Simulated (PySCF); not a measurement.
AlF2, optimised at B3LYP/6-31G*:

```xyz
3

Al     0.0098    -0.0403    -0.0219
F      0.6918     0.3271    -1.4873
F     -0.9824    -1.3619     0.1073
```

Energies from PySCF (xtb for GFN2), thermal terms from the rigid-rotor harmonic-oscillator model, ideal gas at 1 bar. 6-31G* has spherical d functions here. Open shells (unrestricted): AlF2 (multiplicity 2). GFN2 has no spin-polarisation term. B3LYP is the form with VWN-RPA correlation.

Q: List the harmonic frequencies (cm⁻¹, unscaled) at this level and at the other levels, each on its own geometry.

A: 
- B3LYP/6-31G*: 239, 766, 924
- GFN2-xTB: 113, 633, 821
- HF/6-31G*: 273, 822, 967
- PBE/def2-SVP: 220, 739, 902
- PBE0/def2-TZVP: 232, 755, 904
